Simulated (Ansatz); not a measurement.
**BH₃O₃: up Jacob's ladder to CCSD(T)**

The task here is to estimate one member of a computed series from the others.

Method: functionals in def2-TZVPP, the program's frozen cores in correlated methods; program: Ansatz 0.2.0, Gaussian basis.

The runs, in order: LDA (SPW92), PBE-D4, revPBE-D4, BLYP-D4, r2SCAN-D4, B97M-V, PBE0-D4, B3LYP-D4, r2SCANh-D4, r2SCAN0-D4, HSE06-D4, BHLYP-D4, CAM-B3LYP-D4, LC-ωPBE, ωB97X-V, ωB97M-V, B2PLYP, PBE-QIDH; CCSD(T)/def2-SVP; CCSD(T)/def2-TZVPP; CCSD(T)/def2-QZVPP; extrapolation to the limit; RPA on PBE.

**The relaxed structure**

The geometry comes from an earlier relaxation with PBE0-D4 in a triple-zeta def2 set; it is a stationary point, not always the lowest conformer.

SMILES `OB(O)O`, 7 atoms, charge 0, spin multiplicity 1.

Atoms are counted from 1 here; the program's logs count them from 0.

Bond lengths: O1–B2 1.367 Å, O1–H5 0.957 Å, B2–O3 1.360 Å, B2–O4 1.376 Å, O3–H6 0.959 Å, O4–H7 0.957 Å. Angles: B2–O1–H5 115.3°, O1–B2–O3 116.5°, O1–B2–O4 125.2°, O3–B2–O4 118.3°, B2–O3–H6 111.6°, B2–O4–H7 115.8°.

Set-up of the first run:

Input file in.yaml:

```yaml
crystal:
  periodic: [false, false, false]
  atoms:
    - {symbol: O, position_ang: [-1.109677, 0.802563, 0.321870]}
    - {symbol: B, position_ang: [-0.012210, -0.006765, 0.228678]}
    - {symbol: O, position_ang: [0.501182, -0.469281, 1.400087]}
    - {symbol: O, position_ang: [0.600707, -0.381269, -0.945383]}
    - {symbol: H, position_ang: [-1.457362, 1.118645, -0.511461]}
    - {symbol: H, position_ang: [1.266840, -1.028219, 1.254513]}
    - {symbol: H, position_ang: [0.210520, -0.035674, -1.748293]}
basis:
  gaussian: {orbitals: def2-TZVPP}
hamiltonian: {xc: lda}
output: {orbitals: {seedname: orbitals}}
```

Run with:

```
> ansatz run in.yaml --threads 2 --pin off --events-out ev --progress --plain --max-ram 32768MiB --backend cpu
```

Steps of the session up to this table: LDA; PBE-D4 (GGA); revPBE-D4 (GGA); BLYP-D4 (GGA); r2SCAN-D4 (meta-GGA); B97M-V (meta-GGA); PBE0-D4 (hybrid); B3LYP-D4 (hybrid); r2SCANh-D4 (hybrid); r2SCAN0-D4 (hybrid); HSE06-D4 (hybrid); BHLYP-D4 (hybrid); CAM-B3LYP-D4 (range-separated); LC-ωPBE (range-separated); ωB97X-V (range-separated); ωB97M-V (range-separated); B2PLYP (double hybrid); PBE-QIDH (double hybrid).

One of the session's tables, all rows but one given; the rest of the session is left out.

| functional | HOMO (eV) | gap (eV) |
| --- | --- | --- |
| LDA (SPW92) | -7.64 | 6.78 |
| PBE-D4 | -7.44 | 6.72 |
| revPBE-D4 | -7.36 | 6.72 |
| BLYP-D4 | -7.35 | 6.55 |
| r2SCAN-D4 | -7.83 | 7.87 |
| B97M-V | -7.91 | 7.47 |
| PBE0-D4 | -9.19 | 9.32 |
| B3LYP-D4 | -8.91 | 8.63 |
| r2SCANh-D4 | ? | ? |
| r2SCAN0-D4 | -9.48 | 10.10 |
| HSE06-D4 | -8.78 | 8.55 |
| BHLYP-D4 | -10.89 | 11.58 |
| CAM-B3LYP-D4 | -10.72 | 11.54 |
| LC-ωPBE | -12.11 | 14.31 |
| ωB97X-V | -11.74 | 13.75 |
| ωB97M-V | -11.67 | 13.20 |

Q: Estimate the row for r2SCANh-D4 from the others.

Worked estimate for «HOMO (eV)». Against the share of exact exchange, r2SCAN-D4 (0, -7.83), r2SCAN0-D4 (0.25, -9.48) give a slope of -6.60 per unit share; at 0.1 the line stands at -8.49.

**Answer.** HOMO (eV): -8.49; gap (eV): 8.77. In «HOMO (eV)» the line misses by 0.00.
